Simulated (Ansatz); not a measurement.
# BH₂O₂ radical (SMILES O[B]O): one structure at several levels

How do the functionals fare away from a minimum? The structure is a structure displaced at random from a GFN2-xTB minimum.

The runs use Ansatz 0.2.0, Gaussian basis; single points in def2-TZVPP.

Cores are frozen in the correlated methods. Orbitals are unrestricted.

### 1 The system as given

SMILES `O[B]O`, 5 atoms, charge 0, spin multiplicity 2.

Atoms are counted from 1 here; the program's logs count them from 0.

Bond lengths: O1–B2 1.201 Å, O1–H4 0.808 Å, B2–O3 1.366 Å, O3–H5 0.981 Å. Angles: B2–O1–H4 129.7°, O1–B2–O3 123.3°, B2–O3–H5 116.6°.

Geometry (Å):

```xyz
5

O    -1.0343    0.0111   -0.3024
B    -0.4160   -0.0006    0.7273
O     0.9486    0.0190    0.7819
H    -0.7819   -0.1279   -1.0577
H     1.4236   -0.0340   -0.0749
```

### 2 CCSD(T)/def2-TZVPP

run/in.yaml reads:

```yaml
crystal:
  periodic: [false, false, false]
  atoms:
    - {symbol: O, position_ang: [-1.034300, 0.011100, -0.302400]}
    - {symbol: B, position_ang: [-0.416000, -0.000600, 0.727300]}
    - {symbol: O, position_ang: [0.948600, 0.019000, 0.781900]}
    - {symbol: H, position_ang: [-0.781900, -0.127900, -1.057700]}
    - {symbol: H, position_ang: [1.423600, -0.034000, -0.074900]}
basis:
  gaussian: {orbitals: def2-TZVPP}
magnetization: {spin_polarized: true, initial_magnetization: 1}
correlation: {method: ccsd_t}
scf: {omitted_lower_state_checks: [cluster_reference]}
output: {forces: true}
```

No record of the launch command was kept for these runs.

### 3 PBE0-D4/def2-TZVPP

run/in.yaml: that of step 2 with these lines changed.

```diff
@@ -11,4 +11,3 @@
 magnetization: {spin_polarized: true, initial_magnetization: 1}
-correlation: {method: ccsd_t}
-scf: {omitted_lower_state_checks: [cluster_reference]}
-output: {forces: true}
+hamiltonian: {xc: pbe0, dispersion: d4}
+output: {forces: true, orbitals: {seedname: orbitals}}
```

### 4 wB97M-V/def2-TZVPP

run/in.yaml: that of step 3 with these lines changed.

```diff
@@ -11,3 +11,3 @@
 magnetization: {spin_polarized: true, initial_magnetization: 1}
-hamiltonian: {xc: pbe0, dispersion: d4}
-output: {forces: true, orbitals: {seedname: orbitals}}
+hamiltonian: {xc: {name: wB97M-V}}
+output: {forces: true}
```

### 5 r2SCAN-D4/def2-TZVPP

run/in.yaml: that of step 4 with these lines changed.

```diff
@@ -11,3 +11,3 @@
 magnetization: {spin_polarized: true, initial_magnetization: 1}
-hamiltonian: {xc: {name: wB97M-V}}
+hamiltonian: {xc: r2scan, dispersion: d4}
 output: {forces: true}
```

### 6 PBE-D4/def2-TZVPP

run/in.yaml: that of step 5 with these lines changed.

```diff
@@ -11,3 +11,3 @@
 magnetization: {spin_polarized: true, initial_magnetization: 1}
-hamiltonian: {xc: r2scan, dispersion: d4}
+hamiltonian: {xc: pbe, dispersion: d4}
 output: {forces: true}
```

### 7 BLYP-D4/def2-TZVPP

run/in.yaml: that of step 6 with these lines changed.

```diff
@@ -11,3 +11,3 @@
 magnetization: {spin_polarized: true, initial_magnetization: 1}
-hamiltonian: {xc: pbe, dispersion: d4}
+hamiltonian: {xc: {name: BLYP}, dispersion: d4}
 output: {forces: true}
```

### 8 CAM-B3LYP-D4/def2-TZVPP

run/in.yaml: that of step 7 with these lines changed.

```diff
@@ -11,3 +11,3 @@
 magnetization: {spin_polarized: true, initial_magnetization: 1}
-hamiltonian: {xc: {name: BLYP}, dispersion: d4}
+hamiltonian: {xc: {name: CAM-B3LYP}, dispersion: d4}
 output: {forces: true}
```

(Steps that only read results are left out.)

What does the calculation give? Wanted: energy less free atoms, CCSD(T)/def2-TZVPP; RMS force component; RMS force error; HOMO and LUMO, PBE0-D4; T1 diagnostic.

The runs gave:

| quantity | value |
| --- | --- |
| energy less free atoms, CCSD(T)/def2-TZVPP | -417.1 kcal/mol |
| RMS force component | 5.149 to 5.325 eV/Å over the methods |
| RMS force error | PBE0-D4 0.243, wB97M-V 0.202, r2SCAN-D4 0.182, PBE-D4 0.352, BLYP-D4 0.367, CAM-B3LYP-D4 0.286 eV/Å |
| HOMO and LUMO, PBE0-D4 | -5.77 and -1.15 eV |
| T1 diagnostic | 0.014 |

In words: Against CCSD(T) the functionals' energies less atoms differ by -30.4 to -17.0 kcal/mol, PBE-D4 by -30.4 kcal/mol. A larger basis would deepen the CCSD(T) value, while the functionals are nearly converged already, so the order here is not reliable. For forces r2SCAN-D4 does best and BLYP-D4 worst. Frozen-core CCSD(T) forces in triple zeta carry basis errors of their own, and this is one geometry, so small gaps rank nothing.
